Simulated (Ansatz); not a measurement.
Tetrafluoromethane, CF$_{4}$ at its PBE0-D4/def2-TZVP geometry, where that method's forces vanish. The species carries charge 0 and has multiplicity 1.

```xyz
5

F    -1.0468    0.1863    0.7789
C     0.0000    0.0000    0.0000
F     0.6437   -1.0851    0.3812
F    -0.4005   -0.1422   -1.2476
F     0.8035    1.0410    0.0875
```

Q: What forces (eV/Å) does PBE-D4/def2-TZVPP give on these atoms in Ansatz 0.2.0? (An estimate is asked.)

A: Ansatz gave: 
```
F1  -0.860  0.153  0.640
C2   0.000  0.000  0.000
F3   0.529 -0.891  0.313
F4  -0.329 -0.117 -1.025
F5   0.660  0.855  0.072
```
